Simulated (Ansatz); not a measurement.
**Heating and cooling a random packing of AlSi4NO8**

A packing of 14 atoms, thrown in at random and pushed apart as soft spheres with like charges further apart (1 Al, 1 N, 8 O, 4 Si) went through Langevin stages in a fixed cell of 14.50 Å³/atom, at one k point, without spin and with a Fermi–Dirac width of kT (0.05 eV at least). All numbers below come from Ansatz, DFT PBE, scalar-relativistic, plane waves, PAW.

```tsv
thermostat (K)	duration (fs)	friction (1/fs)	cutoff (eV)	mean T (K)	mean P (GPa)	mean square displacement (Å²)
4000	48	0.030	320	4885	11.9	0.61
4000	500	0.030	420	3899	2.3	3.92
2880	500	0.030	420	3153	-4.3	1.97
1600	500	0.030	420	1610	-4.7	0.22
300	500	0.030	420	281	-5.6	0.15
```

Means run over the second half of a stage; pressure includes the kinetic part; displacements count from the stage's start, the atoms' common shift taken off.

Cell and atoms were then relaxed on coarser meshes and computed once more: Plane waves to 420 eV, a k mesh through Γ of 4×3×3 on the computed 14-atom cell and Gaussian smearing (0.02 eV); no spin polarisation.

**Question.** What structure is left?

**Answer.** One draw of many: 17.72 Å³/atom with a gap on the mesh of 4.46 eV, 2.48 eV/atom below the elements' standard states (static lattices, no corrections for gases) (a random packing after short dynamics, relaxed).

Counting as bonded all pairs within 1.2 times the summed covalent radii, but none from a metal cation to another cation:

```csv
atom → neighbour,mean count,mean length (Å),spread (Å)
Al → N,1.00,1.80,0.00
Al → O,2.00,1.70,0.00
N → Al,1.00,1.80,0.00
N → Si,2.00,1.73,0.00
O → Al,0.25,1.70,0.00
O → Si,1.75,1.64,0.01
Si → N,0.50,1.73,0.00
Si → O,3.50,1.64,0.01
```

Angles between all pairs of such bonds at an atom (mean ± spread): 120 ± 2° at Al, 120 ± 5° at N, 135 ± 12° at O, 110 ± 2° at Si.

```xyz
14
Lattice="5.3832 0.5972 -0.0716 0.6470 6.6822 -1.4601 -0.1217 -1.4678 7.2919" Properties=species:S:1:pos:R:3 pbc="T T T"
Si    1.7017    3.1434    1.9671
Si    3.3894    3.2202   -0.4996
Si    0.9430    1.4205   -0.2275
Si    2.6863    3.9716    4.6530
O     1.6337    5.0574    5.2686
O     3.2984    3.0937    5.8698
O     0.5107    4.2439    1.7421
O     1.9984    0.8196    6.3083
O     1.1537    1.6953    1.3859
O     4.7057    1.0048    6.5446
O     3.8682    4.7362    3.8379
O     1.9328    2.9657    3.5859
Al    4.3225    4.4882    2.2167
N     3.1548    3.6142    1.1678
```

An odd mesh misses points on the zone edge, so a gap read on it can be too wide.

Cost: 6 runs of about 20 core-minutes in all (earlier runs that led there not counted), on Arm Neoverse V2 (shared hosts).